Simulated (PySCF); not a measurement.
**Working out the ionisation energy of Cl**

Cl [Ne] 3s2 3p5 (2P) → Cl⁺ [Ne] 3s2 3p4 (3P). Calculation: PySCF 2.14, in def2-QZVPPD (10s7p5d2f1g, 79 functions); the non-relativistic Hamiltonian (point nucleus). Frozen: 1s2. Energies in hartree (1 hartree = 27.21139 eV):

```
             part   Cl (lower)  Cl⁺ (upper)
              UHF  -459.489559  -459.057255
MP2 opposite-spin    -0.262482    -0.231085
    MP2 same-spin    -0.096151    -0.087362
```

Q: What does Hartree-Fock give?

A: (-459.057255) − (-459.489559) = 0.432304 hartree = 11.764 eV.

Q: What do MP2 and SCS-MP2 (6/5 opposite-spin, 1/3 same-spin) give?

A: The opposite-spin parts differ by 0.854 eV and the same-spin parts by 0.239 eV. MP2: 11.764 + (0.854) + (0.239) = 12.857 eV. SCS-MP2: 11.764 + 1.2 × (0.854) + (0.239)/3 = 12.868 eV.

Measured between the centres of the two terms (NIST): 12.974 eV, so MP2 (valence and next inner shell) is off by -0.117 eV.

What remains against the reference includes basis incompleteness, the frozen core and correlation beyond second order.
